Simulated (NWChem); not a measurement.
Molecule: CH3O, doublet; SMILES C[O]

```xyz
5

C     -0.0068    -0.5656     0.0382
O     -0.0118     0.7687    -0.1259
H      0.5796    -1.1445    -0.7272
H      0.5472    -0.7560     1.0076
H     -1.0147    -1.0360     0.2051
```
Atoms are numbered in this order, from 1.

Level: PBE-D3(BJ)/def2-SVP, spin-unrestricted (NWChem), optimised geometry, unscaled harmonic frequencies. The radical's symmetric form is orbitally degenerate, so geometry and low modes hang on which distorted state is reached.

Question: List the harmonic frequencies with IR intensities, and the thermochemistry.

Answer: 
```
frequency (cm⁻¹)  IR intensity (km/mol)
----------------  ---------------------
597                               124.2
929                                 1.3
1135                                9.8
1261                               10.1
1268                               26.4
1463                                5.5
2764                                0.8
2835                               43.8
2878                               56.6
```

```yaml
zero_point_energy: 21.6 kcal/mol
thermal correction to the enthalpy at 298.15 K (with zero-point energy): 24.1 kcal/mol
heat capacity Cv: 8.1 cal/(mol K)
"entropy at 298.15 K and 1 atm (symmetry number 1, electronic part: spin degeneracy alone)": 56.8 cal/(mol K)
dipole_moment: 2.00 D
```

Rigid rotor and harmonic oscillator.
